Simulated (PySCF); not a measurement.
Gas-phase reaction: SiH3Cl + SiHCl2 → 2 SiH2Cl + Cl

Computed with PySCF (xtb for GFN2) and rigid-rotor harmonic-oscillator thermochemistry at 1 bar. † marks an energy on the PBE0/def2-TZVP geometry and frequencies; other levels use their own. MP2 and CCSD(T) freeze the core. Open shells (unrestricted): SiHCl2 (multiplicity 2), SiH2Cl (multiplicity 2), Cl (multiplicity 2, electronic degeneracy 6); the rest are closed-shell singlets. GFN2 has no spin-polarisation term. Spin-orbit splitting is ignored; it lowers the true energy and changes the entropy of Cl. SiHCl2, SiH2Cl: computed as isolated molecules; such fragments, hydroxides, amides, oligomers or adducts are transient or little studied in the gas. MP2 isn't extrapolated to the basis-set limit; its ΔH°(298 K) is 434.9 kJ in def2-SVP and 472.0 kJ in def2-TZVPP. CCSD(T) isn't extrapolated to the basis-set limit; its ΔH°(298 K) is 419.0 kJ in def2-SVP and 449.3 kJ in def2-TZVPP. The harmonic model lacks anharmonicity and excited electronic states, which grow with temperature; levels with a mode under 35 cm⁻¹ are left out.

```json
[
 {"level": "BLYP/def2-TZVP†", "ΔE electronic, kJ": "439", "ΔH°(298 K), kJ": "432", "ΔS°(298 K), J/K": "145", "ΔG°(2500 K), kJ": "68"},
 {"level": "CCSD(T)/def2-SVP†", "ΔE electronic, kJ": "426", "ΔH°(298 K), kJ": "419", "ΔS°(298 K), J/K": "145", "ΔG°(2500 K), kJ": "54"},
 {"level": "CCSD(T)/def2-TZVPP†", "ΔE electronic, kJ": "456", "ΔH°(298 K), kJ": "449", "ΔS°(298 K), J/K": "145", "ΔG°(2500 K), kJ": "85"},
 {"level": "GFN2-xTB", "ΔE electronic, kJ": "467", "ΔH°(298 K), kJ": "462", "ΔS°(298 K), J/K": "143", "ΔG°(2500 K), kJ": "105"},
 {"level": "M06-2X/def2-TZVP†", "ΔE electronic, kJ": "467", "ΔH°(298 K), kJ": "460", "ΔS°(298 K), J/K": "145", "ΔG°(2500 K), kJ": "96"},
 {"level": "MP2/def2-SVP†", "ΔE electronic, kJ": "442", "ΔH°(298 K), kJ": "435", "ΔS°(298 K), J/K": "145", "ΔG°(2500 K), kJ": "70"},
 {"level": "MP2/def2-TZVPP†", "ΔE electronic, kJ": "479", "ΔH°(298 K), kJ": "472", "ΔS°(298 K), J/K": "145", "ΔG°(2500 K), kJ": "107"},
 {"level": "PBE/def2-SVP", "ΔE electronic, kJ": "456", "ΔH°(298 K), kJ": "450", "ΔS°(298 K), J/K": "145", "ΔG°(2500 K), kJ": "87"},
 {"level": "PBE/def2-TZVP†", "ΔE electronic, kJ": "462", "ΔH°(298 K), kJ": "455", "ΔS°(298 K), J/K": "145", "ΔG°(2500 K), kJ": "90"},
 {"level": "r2SCAN/def2-TZVP†", "ΔE electronic, kJ": "462", "ΔH°(298 K), kJ": "455", "ΔS°(298 K), J/K": "145", "ΔG°(2500 K), kJ": "90"},
 {"level": "ωB97M-V/def2-TZVP†", "ΔE electronic, kJ": "480", "ΔH°(298 K), kJ": "473", "ΔS°(298 K), J/K": "145", "ΔG°(2500 K), kJ": "108"}
]
```
ΔH° is lowest at CCSD(T)/def2-SVP† and highest at ωB97M-V/def2-TZVP†. No reference value is set beside these.
